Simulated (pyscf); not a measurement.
**Substitution at O: H₂B–OH (SMILES BO) + H• (SMILES [H]) → BH₂• (SMILES [BH2]) + H₂O (SMILES O)**

Gas phase, doublet surface, charge 0. Bonds broken: B1–O2. Bonds formed: O2–H6. Structures and frequencies: ωB97X-D3(BJ)/def2-SVP in PySCF. Correlated levels are frozen-core, on RHF or UHF. ΔMP2 is the change of the MP2 total energy from the triple- to the quadruple-zeta basis.

Transition state (Å):

```xyz
6

B     -1.3369    -0.6432     0.0127
O     -0.4914     0.5405    -0.0323
H     -1.1026    -1.4499     0.8811
H     -2.3586    -0.5413    -0.6151
H      0.3657     0.3655     0.3859
H     -0.7727     1.5976     0.4597
```

One imaginary mode, 2776i cm⁻¹; descent along it reached the two sides named, in the forms told below.

```
bond   change  reactant side (Å)  saddle  product side
-----  ------  -----------------  ------  ------------
B1–O2  breaks              1.351   1.455         1.666
O2–H6   forms                3.4   1.199         0.970
```

Electronic energies relative to the separated reactants (kcal/mol):

| level | barrier | reaction energy | reverse barrier |
|---|---|---|---|
| ωB97X-D3(BJ)/def2-TZVP | 32.0 | +35.6 | -3.6 |
| PBE/def2-TZVP | 19.0 | +36.2 | -17.1 |
| r²SCAN/def2-TZVP | 20.1 | +33.3 | -13.1 |
| B3LYP-D3(BJ)/def2-TZVP | 23.1 | +33.6 | -10.5 |
| PBE0-D3(BJ)/def2-TZVP | 24.1 | +35.3 | -11.2 |
| M06-2X/def2-TZVP | 28.2 | +35.6 | -7.5 |
| ωB97M-D3(BJ)/def2-TZVP | 29.2 | +36.2 | -7.0 |
| HF/def2-TZVP | 48.6 | +32.6 | 16.1 |
| MP2/def2-QZVPP | 34.7 | +35.1 | -0.4 |
| CCSD/def2-TZVPP | 32.4 | +30.8 | 1.5 |
| CCSD(T)/def2-TZVPP | 30.9 | +32.3 | -1.4 |
| CCSD(T)/def2-TZVPP + ΔMP2(QZVPP) | 30.2 | +31.9 | -1.6 |

With CCSD(T)/def2-TZVPP + ΔMP2(QZVPP) energies and thermal terms (ideal gas, 1 atm, RRHO with modes under 100 cm⁻¹ raised to 100, one conformer, R ln 2 for rigid chiral ones), in kcal/mol:

| T (K) | ΔH‡ | ΔG‡ | ΔH | ΔG |
|---|---|---|---|---|
| 298 | 30.3 | 37.1 | +32.8 | +30.1 |
| 600 | 29.8 | 44.1 | +32.7 | +27.4 |
| 900 | 29.4 | 51.4 | +31.8 | +24.9 |
| 1200 | 29.1 | 58.7 | +30.7 | +22.8 |

On the product side the descent ends in an adduct with a B–O contact, 17.6 kcal/mol under the separated species and 14.0 kcal/mol under the saddle at ωB97X-D3(BJ)/def2-TZVP. At ωB97X-D3(BJ), PBE, r²SCAN, B3LYP-D3(BJ), PBE0-D3(BJ), M06-2X, ωB97M-D3(BJ), MP2, CCSD(T), CCSD(T) the saddle lies under the separated products, which points to a path from their complex (located at ωB97X-D3(BJ) alone), and parting the products costs more than the saddle. What is counted as broken (B–O) persists as a longer contact in the product adduct; parting that adduct is a step of its own. The same reactants have a lower exit, to [HB–OH]• + H₂ (barrier +11.6 kcal/mol at ωB97M-D3(BJ), against +29.2 kcal/mol here). This is the saddle that the search found; another between the same sides may lie lower. The angle at the attacked O is 125°. The CCSD(T) − MP2 part came from Ansatz, without density fitting, on the same reference. An open-shell T1 diagnostic exceeds 0.045.
